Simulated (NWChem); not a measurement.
Program: NWChem. System: disilane (H6Si2), charge 0, spin multiplicity 1, at a geometry optimised with PBE/def2-SVP. Level: CR-CCSD(T)/cc-pVDZ, 10 core orbitals frozen.

The NWChem input:

```
start mol
memory heap 100 mb stack 700 mb global 1900 mb
geometry units angstroms nocenter noautoz
  Si     1.175921     0.052081     0.000000
  Si    -1.175921    -0.052081     0.000000
  H      1.666292     0.780602     1.222961
  H      1.666292     0.780602    -1.222961
  H      1.760097    -1.335554     0.000000
  H     -1.666292    -0.780602     1.222961
  H     -1.666292    -0.780602    -1.222961
  H     -1.760097     1.335554     0.000000
  symmetry group C2h
end
basis spherical
  * library cc-pvdz
end
scf
  rhf
  nopen 0
  maxiter 100
  thresh 1e-7
  semidirect memsize 60000000 filesize 0
end
tce
  freeze core 10
  cr-ccsd(t)
  2eorb
  2emet 13
  thresh 1e-6
  maxiter 100
  tilesize 24
end
task tce energy
```

Part of the output:

```
             Northwest Computational Chemistry Package (NWChem) 7.3.0
             --------------------------------------------------------

                                NWChem Input Module
                                -------------------

 Scaling coordinates for geometry "geometry" by  1.889725989
 (inverse scale =  0.529177249)

 Turning off AUTOSYM since
 SYMMETRY directive was detected!

                             Geometry "geometry" -> ""
                             -------------------------

 Output coordinates in angstroms (scale by  1.889725989 to convert to a.u.)

  No.       Tag          Charge          X              Y              Z
 ---- ---------------- ---------- -------------- -------------- --------------
    1 Si                  14.0000     1.17592100     0.05208100     0.00000000
    2 Si                  14.0000    -1.17592100    -0.05208100     0.00000000
    3 H                    1.0000     1.66629200     0.78060200     1.22296100
    4 H                    1.0000     1.66629200     0.78060200    -1.22296100
    5 H                    1.0000     1.76009700    -1.33555400     0.00000000
    6 H                    1.0000    -1.66629200    -0.78060200     1.22296100
    7 H                    1.0000    -1.66629200    -0.78060200    -1.22296100
    8 H                    1.0000    -1.76009700     1.33555400     0.00000000

 Effective nuclear repulsion energy (a.u.)      89.9741794733

            Nuclear Dipole moment (a.u.)
            ----------------------------
        X                 Y               Z
 ---------------- ---------------- ----------------
     0.0000000000     0.0000000000     0.0000000000

      Symmetry information
      --------------------

 Group name             C2h
 Group number             21
 Group order               4
 No. of unique centers     3

      Symmetry unique atoms

     1    3    5


 Summary of "ao basis" -> "" (spherical)
 ------------------------------------------------------------------------------
       Tag                 Description            Shells   Functions and Types
 ---------------- ------------------------------  ------  ---------------------
 *                          cc-pvdz                   on all atoms

 Summary of "ao basis" -> "ao basis" (spherical)
 ------------------------------------------------------------------------------
       Tag                 Description            Shells   Functions and Types
 ---------------- ------------------------------  ------  ---------------------
 Si                         cc-pvdz                  8       18   4s3p1d
 H                          cc-pvdz                  3        5   2s1p

                                 NWChem SCF Module
                                 -----------------

  ao basis        = "ao basis"
  functions       =    66
  atoms           =     8
  closed shells   =    17
  open shells     =     0
  charge          =   0.00
  wavefunction    = RHF
  use symmetry    = T
  symmetry adapt  = T

 Summary of "ao basis" -> "ao basis" (spherical)
 ------------------------------------------------------------------------------
       Tag                 Description            Shells   Functions and Types
 ---------------- ------------------------------  ------  ---------------------
 Si                         cc-pvdz                  8       18   4s3p1d
 H                          cc-pvdz                  3        5   2s1p

      Symmetry analysis of basis
      --------------------------
[...]
  ----- ------------  ---------------      ----- ------------  ---------------
    13      0.862923  1 Si pz                31      0.862923  2 Si pz
    38     -0.688533  3 H  s                 43      0.688533  4 H  s
    53     -0.688533  6 H  s                 58      0.688533  7 H  s

 Vector   20  Occ=0.000000D+00  E= 1.489702D-01  Symmetry=bu
              MO Center=  1.3D-15,  1.7D-16, -5.9D-17, r^2= 7.2D+00
   Bfn.  Coefficient  Atom+Function         Bfn.  Coefficient  Atom+Function
  ----- ------------  ---------------      ----- ------------  ---------------
     4      1.493905  1 Si s                 22     -1.493905  2 Si s
    11     -1.369049  1 Si px                29     -1.369049  2 Si px

 center of mass
 --------------
 x =  -0.00000000 y =   0.00000000 z =   0.00000000

 moments of inertia (a.u.)
 ------------------
          43.684375939428         -14.041954063721           0.000000000000
         -14.041954063721         360.103211517544           0.000000000000
           0.000000000000           0.000000000000         360.725210222975

  Mulliken analysis of the total density
  --------------------------------------

    Atom       Charge   Shell Charges
 -----------   ------   -------------------------------------------------------
    1 Si  14    13.70   2.00  2.01  0.73  0.46  6.00  1.49  0.80  0.21
    2 Si  14    13.70   2.00  2.01  0.73  0.46  6.00  1.49  0.80  0.21
    3 H    1     1.10   0.72  0.37  0.01
    4 H    1     1.10   0.72  0.37  0.01
    5 H    1     1.10   0.72  0.37  0.01
    6 H    1     1.10   0.72  0.37  0.01
    7 H    1     1.10   0.72  0.37  0.01
    8 H    1     1.10   0.72  0.37  0.01

       Multipole analysis of the density wrt the origin
       ------------------------------------------------

     L   x y z        total         open         nuclear
     -   - - -        -----         ----         -------
     0   0 0 0     -0.000000      0.000000     34.000000

     1   1 0 0      0.000000      0.000000      0.000000
     1   0 1 0     -0.000000      0.000000      0.000000
     1   0 0 1      0.000000      0.000000      0.000000

     2   2 0 0    -24.920780      0.000000    200.051468
     2   1 1 0     -0.043731      0.000000      7.914344
     2   1 0 1      0.000000      0.000000      0.000000
     2   0 2 0    -23.942055      0.000000     21.714624
     2   0 1 1      0.000000      0.000000      0.000000
     2   0 0 2    -23.940241      0.000000     21.364015

                   NWChem Extensible Many-Electron Theory Module
                   ---------------------------------------------


            General Information
            -------------------
      Number of processors :     1
         Wavefunction type : Restricted Hartree-Fock
          No. of electrons :    34
           Alpha electrons :    17
            Beta electrons :    17
           No. of orbitals :   132
            Alpha orbitals :    66
             Beta orbitals :    66
        Alpha frozen cores :    10
         Beta frozen cores :    10
     Alpha frozen virtuals :     0
      Beta frozen virtuals :     0
         Spin multiplicity : singlet
    Number of AO functions :    66
       Number of AO shells :    34
        Use of symmetry is : on
      Symmetry adaption is : on
         Schwarz screening : 0.10D-09

          Correlation Information
          -----------------------
          Calculation type : Coupled-cluster singles & doubles w/ perturbation
   Perturbative correction : Completely renormalized (T)
            Max iterations :      100
        Residual threshold : 0.10D-05
     T(0) DIIS level shift : 0.00D+00
     L(0) DIIS level shift : 0.00D+00
     T(1) DIIS level shift : 0.00D+00
     L(1) DIIS level shift : 0.00D+00
     T(R) DIIS level shift : 0.00D+00
     T(I) DIIS level shift : 0.00D+00
   CC-T/L Amplitude update :  5-th order DIIS
                I/O scheme : Global Array Library
        L-threshold :  0.10D-05
        EOM-threshold :  0.10D-05
 no EOMCCSD initial starts read in
 TCE RESTART OPTIONS
 SLICE:      F
 D4D5:       F
 quantumc:   F
 qrotation:  F
 pwtce:      F
 qducc:      F
 nacto:                         0
 nrotv:                         0
 nrot:                          0

            Memory Information
            ------------------
          Available GA space size is     249032444 doubles
          Available MA space size is     104852940 doubles

 Maximum block size supplied by input
 Maximum block size        24 doubles

 tile_dim =     16

 -------------------------------------------------

 Global array virtual files algorithm will be used

 Parallel file system coherency ......... OK

 4-electron integrals stored in orbital form

 v2    file size   =           643579
 4-index algorithm nr.  13 is used
 imaxsize =       30
 imaxsize ichop =        0


CCSD iterations
 ---------------------------------------------------------
 Iter          Residuum       Correlation     Cpu    Wall
 ---------------------------------------------------------
    1   0.1495321146871  -0.2143099987508     0.1     0.1
    2   0.0424504920365  -0.2536857134694     0.1     0.1
    3   0.0148511440916  -0.2624402789917     0.1     0.1
    4   0.0058422060682  -0.2649723487037     0.1     0.1
    5   0.0025124253760  -0.2658163822693     0.1     0.1
    6   0.0003754928763  -0.2663432702863     0.1     0.1
    7   0.0001710155908  -0.2663366888378     0.1     0.1
    8   0.0000831743298  -0.2663417314207     0.1     0.1
    9   0.0000437306972  -0.2663433722593     0.1     0.1
   10   0.0000231409210  -0.2663444782229     0.1     0.1
   11   0.0000026842852  -0.2663455868110     0.1     0.1
   12   0.0000008876214  -0.2663459099390     0.1     0.1
 -----------------------------------------------------------------
 Iterations converged
 CCSD correlation energy / hartree =        -0.266345909939009
 CCSD total energy / hartree       =      -581.604883127943140

 Singles contributions

 Doubles contributions
 CR-CCSD(T)

 CR-CCSD[T]  correction energy / hartree =        -0.005100779866013
 CR-CCSD[T] correlation energy / hartree =        -0.271446689805022
 CR-CCSD[T] total energy / hartree       =      -581.609983907809124
 CR-CCSD(T)  correction energy / hartree =        -0.004956336813826
 CR-CCSD(T) correlation energy / hartree =        -0.271302246752836
 CR-CCSD(T) total energy / hartree       =      -581.609839464756988

 Task  times  cpu:        7.2s     wall:        7.2s

 Total times  cpu:        7.3s     wall:        7.3s
```
